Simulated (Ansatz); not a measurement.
## Ansatz (development build ahead of 0.2.0) run

```yaml
crystal:
  periodic: [false, false, false]
  atoms:
    - { symbol: O, position_ang: [0.00444, -0.00227, -0.58547] }
    - { symbol: O, position_ang: [0.00027, 0.00919, 0.59021] }
basis:
  gaussian: { orbitals: def2-TZVP }
magnetization:
  spin_polarized: true
  initial_magnetization: 2
hamiltonian:
  xc: hf
correlation:
  method: mp2
  frozen_orbitals: { O: 1 }
```

The input is written out in the form of the current development build from the run's settings.

The run gave:

```json
{
 "Converged": "yes",
 "Reference energy": "-149.68716 hartree",
 "Correlation energy": "-0.42516 hartree",
 "Total energy": "-150.11232 hartree",
 "Spin squared of the determinant": "2.042"
}
```
